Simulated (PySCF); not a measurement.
acetonitrile (C2H3N), SMILES CC#N. Geometry optimised at ωB97X-D3(BJ)/def2-TZVP.

These are PySCF 2.14.0 with ωB97X-D3(BJ)/def2-TZVP values and carry that method's errors.

Harmonic wavenumbers (cm⁻¹): 389, 389, 939, 1068, 1068, 1420, 1482, 1482, 2414, 3088, 3170, 3170. Rotational constants (GHz): 158.8, 9.244, 9.244; symmetry number 3.

Task: Work out the zero-point energy and the ideal-gas rigid-rotor harmonic-oscillator thermochemistry at 298.15 K and 1 atm.

Result: ZPE = ½ Σ hcν = ½ × 20081 cm⁻¹ = 28.71 kcal/mol. H − E(el) = 31.55 kcal/mol. Entropy in cal/(mol K): translation 37.06, rotation 18.52, vibration 2.31, total 57.89. G − E(el) = 14.29 kcal/mol. Cp = 12.26 cal/(mol K).
